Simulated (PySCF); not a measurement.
# Computed NMR parameters against published values

Geometry:
| atom | x (Å) | y (Å) | z (Å) |
| --- | --- | --- | --- |
| C1 | 0.661 | 0.834 | -0.069 |
| C2 | -0.697 | 0.785 | 0.188 |
| C3 | -1.286 | -0.481 | 0.214 |
| N4 | -0.610 | -1.607 | 0.007 |
| N5 | 0.681 | -1.561 | -0.238 |
| C6 | 1.306 | -0.387 | -0.277 |
| H7 | 1.213 | 1.776 | -0.110 |
| H8 | -1.290 | 1.685 | 0.363 |
| H9 | -2.355 | -0.608 | 0.410 |
| H10 | 2.379 | -0.436 | -0.486 |

Computed data (PySCF 2.14): geometry: PBE0-D3(BJ)/def2-SVP, spin–spin couplings from B3LYP/pcJ-1 (spin–dipole term only in couplings to heteroatoms), HF/pcSseg-2 with gauge-including orbitals. No solvent model, equivalent nuclei averaged, non-relativistic Hamiltonian, one computed conformer.

Coupling constants in Hz:
| coupling | reference | computed | source |
| --- | --- | --- | --- |
| $^{3}J$(H10,H7) | 5.0 | 5.7 | measured; liquid or solution (compiled); DeVience et al., arXiv:2103.01289 (literature column, mostly SDBS) |
| $^{4}J$(H10,H8) | 1.9 | 1.8 | measured; liquid or solution (compiled); DeVience et al., arXiv:2103.01289 (literature column, mostly SDBS) |
| $^{5}J$(H10,H9) | 1.4 | 1.4 | measured; liquid or solution (compiled); DeVience et al., arXiv:2103.01289 (literature column, mostly SDBS) |
| $^{3}J$(H7,H8) | 8.2 | 8.9 | measured; liquid or solution (compiled); DeVience et al., arXiv:2103.01289 (literature column, mostly SDBS) |

4 of the 7 published NMR values on file for this molecule are compared. The rest: values whose atom or origin is in doubt.
